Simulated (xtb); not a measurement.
C3H4, SMILES CC#C. All values are semi-empirical tight-binding results from xtb (GFN2-xTB unless named), good for trends rather than for accurate numbers. Geometry: GFN2-xTB.

Question: Estimate the properties. (An estimate is asked for; the answer gives what the named calculation found.)

Answer: 
```
Item                                           Result
--------------------------------------  -------------
point group as xtb finds it                       C3v
orbital gap                                   7.08 eV
dipole moment                                  0.77 D
zero-point energy                       34.3 kcal/mol
G − E(el) at 298.15 K (modified RRHO)   19.7 kcal/mol
static polarisability (D4 model)           34.6 bohr³
solvation energy, GFN2-xTB/ALPB(water)  -1.0 kcal/mol
solvation energy, GFN2-xTB/ALPB(dmf)    -3.5 kcal/mol
```

Computed IR lines (harmonic; lines under 4 % of the strongest left out, lines within 3 cm⁻¹ merged):
ν (cm⁻¹): 645 (vs), 997 (m), 1033 (m), 1388 (w), 1455 (m), 2305 (s), 3004 (vs), 3012 (m), 3402 (w) (against the strongest line: vs over 80 %, s over 45 %, m over 15 %, w over 4 %, vw less)
